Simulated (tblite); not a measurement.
C₃H₄F₂S.
Bonds: C1–C2 (double), C2–F3, C2–S4, S4–C5, C5–F6. Hydrogens: H7, H8 on C1; H9, H10 on C5.

Computed with GFN2-xTB (tblite), gas phase: Langevin dynamics at 200 K from the optimised GFN2-xTB geometry, time step 0.5 fs, friction 0.01 fs⁻¹, 2000 steps. The instantaneous temperature is 2·E(kin)/(3Nk) with all 3N coordinates.

```tsv
t (fs)	T (K)	E(pot) above start (eV)	C1=C2 (Å)	C2–F3 (Å)	C2–S4 (Å)	S4–C5 (Å)	C5–F6 (Å)	C1–H7 (Å)	C1–C2–S4–C5 (°)
0	170	0.000	1.320	1.341	1.771	1.815	1.360	1.072	-21
25	90	0.133	1.312	1.343	1.751	1.821	1.369	1.080	-18
50	189	0.085	1.317	1.351	1.771	1.818	1.336	1.075	-29
75	173	0.136	1.343	1.334	1.782	1.806	1.337	1.067	-21
100	175	0.098	1.341	1.333	1.769	1.801	1.399	1.051	-32
125	160	0.192	1.289	1.344	1.769	1.802	1.417	1.082	-38
150	180	0.147	1.299	1.324	1.860	1.836	1.330	1.058	-34
175	162	0.195	1.343	1.309	1.751	1.833	1.344	1.069	-39
200	131	0.170	1.339	1.360	1.798	1.804	1.362	1.083	-40
225	125	0.240	1.301	1.330	1.730	1.804	1.367	1.082	-37
250	177	0.225	1.329	1.345	1.840	1.809	1.380	1.066	-50
275	104	0.300	1.341	1.313	1.731	1.844	1.362	1.097	-46
300	152	0.268	1.325	1.304	1.847	1.812	1.348	1.070	-46
325	197	0.138	1.296	1.365	1.743	1.824	1.370	1.062	-44
350	208	0.118	1.318	1.367	1.825	1.796	1.362	1.083	-38
375	142	0.146	1.336	1.342	1.716	1.890	1.343	1.078	-35
400	135	0.116	1.316	1.347	1.796	1.815	1.369	1.086	-35
425	94	0.199	1.315	1.313	1.773	1.822	1.365	1.066	-25
450	97	0.134	1.354	1.332	1.809	1.823	1.369	1.073	-28
475	234	0.076	1.331	1.328	1.735	1.837	1.348	1.069	-24
500	174	0.153	1.301	1.364	1.790	1.802	1.343	1.089	-14
525	190	0.088	1.311	1.350	1.784	1.852	1.362	1.093	-17
550	200	0.108	1.352	1.344	1.780	1.817	1.352	1.053	-17
575	152	0.119	1.340	1.329	1.764	1.818	1.360	1.091	-19
600	159	0.156	1.301	1.319	1.777	1.777	1.386	1.080	-19
625	191	0.227	1.307	1.354	1.768	1.817	1.386	1.035	-12
650	145	0.163	1.338	1.357	1.771	1.778	1.377	1.103	-20
675	130	0.205	1.337	1.313	1.750	1.852	1.346	1.038	-17
700	173	0.175	1.300	1.313	1.800	1.794	1.369	1.104	-19
725	168	0.278	1.318	1.363	1.794	1.837	1.382	1.075	-22
750	169	0.262	1.338	1.335	1.740	1.785	1.397	1.046	-29
775	188	0.232	1.343	1.335	1.747	1.850	1.337	1.121	-31
800	119	0.276	1.340	1.360	1.819	1.794	1.328	1.061	-38
825	214	0.141	1.313	1.325	1.754	1.824	1.407	1.079	-41
850	170	0.225	1.307	1.306	1.801	1.781	1.384	1.104	-39
875	214	0.231	1.320	1.374	1.751	1.849	1.333	1.040	-37
900	180	0.171	1.326	1.343	1.849	1.826	1.353	1.092	-45
925	160	0.225	1.333	1.319	1.737	1.828	1.372	1.067	-33
950	170	0.256	1.345	1.388	1.792	1.840	1.374	1.063	-49
975	204	0.177	1.301	1.355	1.731	1.819	1.372	1.095	-50
1000	151	0.289	1.303	1.323	1.872	1.848	1.357	1.040	-29
```

Task: From 500 fs on, how do temperature and potential energy compare with equipartition?

Result: The mean temperature of these 21 frames is 173 K against the target 200 K, and the mean potential energy 0.20 eV against 24 × kT/2 = 0.21 eV for 24 classical harmonic modes. For 10 atoms in a canonical ensemble the temperature itself scatters by T·√(2/(3N)) = 52 K; here its standard deviation is 25 K. The whole run lasts only 10 friction times of 100 fs, so these averages carry a wide statistical error.

Task: What are the kinetic and total energies of the listed frame with the highest potential energy?

Result: The one at 275 fs, 0.300 eV above the start. Its kinetic energy is 3NkT/2 = 0.135 eV at 104 K, so the sum is 0.43 eV; over the listed frames the sum runs from 0.22 to 0.51 eV, since the thermostat adds and removes energy.

Task: How much do the listed bonds fluctuate from 500 fs on?

Result: 
| bond | at the start (Å) | mean (Å) | standard deviation (Å) |
| --- | --- | --- | --- |
| C1=C2 | 1.320 | 1.323 | 0.017 |
| C2–F3 | 1.341 | 1.341 | 0.022 |
| C2–S4 | 1.771 | 1.780 | 0.035 |
| S4–C5 | 1.815 | 1.818 | 0.025 |
| C5–F6 | 1.360 | 1.366 | 0.021 |
| C1–H7 | 1.072 | 1.075 | 0.025 |

The motion is classical and holds no zero-point motion.

The cost below is that of the whole dynamics run. Hardware: an Arm Neoverse V1 with one thread, shared host with 64 logical CPUs at a one-minute load of 15. Cost: 7.4 s, 0.18 GiB resident at most.
